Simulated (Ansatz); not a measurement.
For 1T (CdI2-type) TiTe2, LDA in Ansatz (PAW) gives:

```
Item                      Result
------------------  ------------
lattice constant a       3.667 Å
c axis length            6.337 Å
cohesive energy     5.07 eV/atom
```

Question: What does r²SCAN+rVV10 (Ansatz, a first-principles code, plane waves, PAW) give for the same quantities?

Answer: 
- lattice constant a: 3.782 Å (grows by 3.1 %)
- lattice parameter c: 6.616 Å (goes up by 4.4 %)
- cohesive energy: 4.14 eV/atom (decreases by 0.93 eV/atom)

Changes are worked out from the printed values.

Unless a cell is named, each level is at its own relaxed cell (LDA 24.59, r²SCAN+rVV10 27.32 Å³/atom).

Levels without +SOC leave out spin–orbit coupling, which shifts energies and cells of such heavy elements.

Caveats: LDA has no dispersion term either, though it tends to give short spacings of layers, chains or molecules (LDA). Ansatz's density-functional and Hartree–Fock values are scalar-relativistic unless marked +SOC, with PAW data made under PBE.
